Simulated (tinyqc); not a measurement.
Inside a calculation. Method: ROHF in the sto-3g basis, for H2O+, spin multiplicity 2. One step of it, computed by the program tinyqc.

Task: Orthogonalisation. S = U s U^T; symmetric (Loewdin) form X = U s^(-1/2) U^T, so that X^T S X = 1.

overlap S, lower triangle:
```
           1O 1s     1O 2s    1O 2px     1O 2py    1O 2pz     2H 1s     3H 1s
1O 1s   1.000000
1O 2s   0.236704  1.000000
1O 2px  0.000000  0.000000  1.000000
1O 2py  0.000000  0.000000  0.000000   1.000000
1O 2pz  0.000000  0.000000  0.000000   0.000000  1.000000
2H 1s   0.028470  0.316702  0.000000   0.214009  0.198773  1.000000
3H 1s   0.025803  0.295574  0.000000  -0.202343  0.187984  0.156774  1.000000
```

Give: eigenvalues of S; X.

Result:

eigenvalues of S: 0.5204  0.6185  0.8807  1.0000  1.1151  1.2260  1.6393

X, lower triangle:
```
          1O 1s    1O 2s  1O 2px   1O 2py   1O 2pz    2H 1s   3H 1s
1O 1s    1.0231
1O 2s   -0.1317   1.1011
1O 2px   0.0000   0.0000  1.0000
1O 2py  -0.0004   0.0041  0.0000   1.0405
1O 2pz  -0.0055   0.0488  0.0000   0.0023   1.0300
2H 1s    0.0161  -0.1727  0.0000  -0.1306  -0.1061   1.0854
3H 1s    0.0149  -0.1567  0.0000   0.1225  -0.0977  -0.0561  1.0743
```
